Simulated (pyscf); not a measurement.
## Four-centre exchange: Cl–Ge:–Cl (SMILES [Cl][Ge][Cl]) [singlet] + NH₃ (SMILES N) -> HCl (SMILES Cl) + H₂N–Ge:–Cl (SMILES [NH2][Ge][Cl]) [singlet]

Gas phase, singlet surface, charge 0. Bonds broken: Cl1–Ge2, N4–H5. Bonds formed: Cl1–H5, Ge2–N4. Optimised with ωB97X-D3(BJ)/def2-SVP in PySCF. MP2 and CC: frozen core, UHF for open shells. ΔMP2 is the change of the MP2 total energy from the triple- to the quadruple-zeta basis.

Transition state (Å):

```xyz
7

Cl     1.0337     0.3664     1.2074
Ge    -1.7314    -0.3106     0.7985
Cl    -1.3379    -2.3813     0.1824
N     -1.0001     0.4239    -0.8160
H      0.3395     0.5299     0.0111
H     -1.3426     1.3344    -1.1226
H     -0.9076    -0.2107    -1.6097
```

One imaginary mode, 310i cm⁻¹; descent along it reached the two sides named, in the forms told below.

| bond | change | reactant side (Å) | saddle | product side |
|---|---|---|---|---|
| Cl1–Ge2 | breaks | 2.244 | 2.9 | 3.2 |
| N4–H5 | breaks | 1.024 | 1.578 | 2.013 |
| Cl1–H5 | forms | 2.6 | 1.393 | 1.305 |
| Ge2–N4 | forms | 2.200 | 1.919 | 1.847 |

Electronic energies relative to the separated reactants (kcal/mol):

```
level                             barrier  reaction energy  reverse barrier
--------------------------------  -------  ---------------  ---------------
ωB97X-D3(BJ)/def2-TZVP               10.4            +12.5             -2.1
PBE/def2-TZVP                         8.9            +12.8             -3.9
r²SCAN/def2-TZVP                      8.6            +11.7             -3.1
B3LYP-D3(BJ)/def2-TZVP               10.0            +12.5             -2.5
PBE0-D3(BJ)/def2-TZVP                 8.6            +12.2             -3.6
M06-2X/def2-TZVP                      9.7            +10.8             -1.1
ωB97M-D3(BJ)/def2-TZVP               10.7            +11.2             -0.4
HF/def2-TZVP                         22.9            +11.8             11.1
MP2/def2-QZVPP                        9.4            +10.3             -0.9
CCSD/def2-TZVPP                      13.0             +9.6              3.4
CCSD(T)/def2-TZVPP                   11.1             +9.6              1.5
CCSD(T)/def2-TZVPP + ΔMP2(QZVPP)     11.4            +10.3              1.1
```

With CCSD(T)/def2-TZVPP + ΔMP2(QZVPP) energies and thermal terms (ideal gas, 1 atm, RRHO with modes under 100 cm⁻¹ raised to 100, one conformer, R ln 2 for chiral ones without a mode under 150 cm⁻¹), in kcal/mol:

| T (K) | ΔH‡ | ΔG‡ | ΔH | ΔG |
|---|---|---|---|---|
| 298 | 9.2 | 19.9 | +8.4 | +8.8 |
| 600 | 9.6 | 30.6 | +9.0 | +8.9 |
| 900 | 10.5 | 40.9 | +9.6 | +8.7 |
| 1200 | 11.4 | 51.0 | +10.2 | +8.3 |

On the reactant side the descent ends in an adduct with a Ge–N contact, 24.0 kcal/mol under the separated species and 34.4 kcal/mol under the saddle at ωB97X-D3(BJ)/def2-TZVP. On the product side the descent ends in a complex, 4.0 kcal/mol under the separated species and 1.9 kcal/mol under the saddle at ωB97X-D3(BJ)/def2-TZVP. At ωB97X-D3(BJ)/def2-TZVP, PBE, r²SCAN, B3LYP-D3(BJ), PBE0-D3(BJ), M06-2X, ωB97M-D3(BJ)/def2-TZVP, MP2 the saddle lies under the separated products, which points to a path from their complex (located at ωB97X-D3(BJ) alone), and parting the products costs more than the saddle. What is counted as formed (Ge–N) is already present as a longer contact in the reactant adduct; forming that adduct is a step of its own. One saddle was located; it need not be the lowest between these sides. The CCSD(T) − MP2 part came from Ansatz, without density fitting, on the same reference. The frozen core leaves the outer d or s,p core shells of the metals and heavy elements correlated in the MP2 and CC values, and def2-TZVPP describes them poorly, which can shift differences by a few kcal/mol. Elements up to Kr have no core potential and no relativistic terms here.
